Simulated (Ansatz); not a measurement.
# C3H5NO: a ladder of functionals and wavefunction methods

One table from this session's results is given with a row withheld; the runs are named, their logs left out.

Method: functionals in def2-TZVPP, the program's frozen cores in correlated methods; program: Ansatz 0.2.0, Gaussian basis.

Plan: LDA (SPW92), PBE-D4, revPBE-D4, BLYP-D4, r2SCAN-D4, B97M-V, PBE0-D4, B3LYP-D4, r2SCANh-D4, r2SCAN0-D4, HSE06-D4, BHLYP-D4, CAM-B3LYP-D4, LC-ωPBE, ωB97X-V, ωB97M-V, B2PLYP, PBE-QIDH; CCSD(T)/def2-SVP; CCSD(T)/def2-TZVPP; MP2/def2-QZVPP; extrapolation to the limit; RPA on PBE.

## The relaxed structure

The geometry comes from an earlier relaxation with PBE0-D4 in a triple-zeta def2 set; it is a stationary point, not always the lowest conformer.

SMILES `COC1=NC1`, 10 atoms, charge 0, spin multiplicity 1.

Atoms are counted from 1 here; the program's logs count them from 0.

Bond lengths: C1–O2 1.433 Å, C1–H6 1.087 Å, C1–H7 1.091 Å, C1–H8 1.091 Å, O2–C3 1.306 Å, C3–N4 1.249 Å, C3–C5 1.422 Å, N4–C5 1.557 Å, C5–H9 1.087 Å, C5–H10 1.087 Å. Angles: O2–C1–H6 106.1°, O2–C1–H7 110.1°, O2–C1–H8 110.1°, H6–C1–H7 110.5°, H6–C1–H8 110.5°, H7–C1–H8 109.5°, C1–O2–C3 113.3°, O2–C3–N4 141.9°, O2–C3–C5 147.1°, N4–C3–C5 71.0°, C3–N4–C5 59.7°, C3–C5–N4 49.3°, C3–C5–H9 120.8°, C3–C5–H10 120.8°, N4–C5–H9 116.4°, N4–C5–H10 116.4°, H9–C5–H10 115.7°.

Set-up of the first run:

Input file in.yaml:

```yaml
crystal:
  periodic: [false, false, false]
  atoms:
    - {symbol: C, position_ang: [-1.384991, -1.047185, -0.212443]}
    - {symbol: O, position_ang: [-0.912652, 0.207974, 0.293805]}
    - {symbol: C, position_ang: [0.368472, 0.388572, 0.115193]}
    - {symbol: N, position_ang: [1.381815, -0.164034, -0.360977]}
    - {symbol: C, position_ang: [1.490454, 1.244254, 0.294444]}
    - {symbol: H, position_ang: [-2.451842, -1.072052, -0.006350]}
    - {symbol: H, position_ang: [-1.201169, -1.111804, -1.286214]}
    - {symbol: H, position_ang: [-0.878303, -1.870529, 0.293848]}
    - {symbol: H, position_ang: [2.004744, 1.294312, 1.251199]}
    - {symbol: H, position_ang: [1.666573, 2.079293, -0.379404]}
basis:
  gaussian: {orbitals: def2-TZVPP}
hamiltonian: {xc: lda}
output: {orbitals: {seedname: orbitals}}
```

The run is started by

```sh
$ ansatz run in.yaml --threads 2 --pin off --events-out ev --progress --plain --max-ram 4352MiB
```

Among the steps run: LDA; PBE-D4 (GGA); revPBE-D4 (GGA); BLYP-D4 (GGA); r2SCAN-D4 (meta-GGA); B97M-V (meta-GGA); PBE0-D4 (hybrid); B3LYP-D4 (hybrid); r2SCANh-D4 (hybrid); r2SCAN0-D4 (hybrid); HSE06-D4 (hybrid); BHLYP-D4 (hybrid); CAM-B3LYP-D4 (range-separated); LC-ωPBE (range-separated); ωB97X-V (range-separated); ωB97M-V (range-separated); B2PLYP (double hybrid); PBE-QIDH (double hybrid).

One table of the session follows, with a row left open; its other results are not shown here.

It belongs to the step «Frontier levels by functional». 

| functional | HOMO (eV) | LUMO (eV) | gap (eV) |
| --- | --- | --- | --- |
| LDA (SPW92) | -6.55 | -0.63 | 5.91 |
| PBE-D4 | -6.38 | -0.36 | 6.02 |
| revPBE-D4 | -6.32 | -0.26 | 6.06 |
| BLYP-D4 | -6.26 | -0.26 | 6.01 |
| r2SCAN-D4 | -6.61 | -0.09 | 6.53 |
| B97M-V | -6.67 | 0.05 | 6.72 |
| PBE0-D4 | -7.70 | 0.79 | 8.49 |
| B3LYP-D4 | -7.48 | 0.50 | 7.98 |
| r2SCANh-D4 | -7.11 | 0.33 | 7.44 |
| r2SCAN0-D4 | -7.86 | 0.95 | 8.82 |
| HSE06-D4 | ? | ? | ? |
| BHLYP-D4 | -8.92 | 1.95 | 10.87 |
| CAM-B3LYP-D4 | -9.09 | 1.99 | 11.08 |
| LC-ωPBE | -10.44 | 3.28 | 13.72 |
| ωB97X-V | -10.07 | 3.20 | 13.27 |
| ωB97M-V | -9.98 | 2.81 | 12.80 |

**Question.** Estimate the row for HSE06-D4.

The run gave: HOMO (eV): -7.29; LUMO (eV): 0.40; gap (eV): 7.69. In the column «HOMO (eV)» it lies between B3LYP-D4 (-7.48) and r2SCANh-D4 (-7.11).
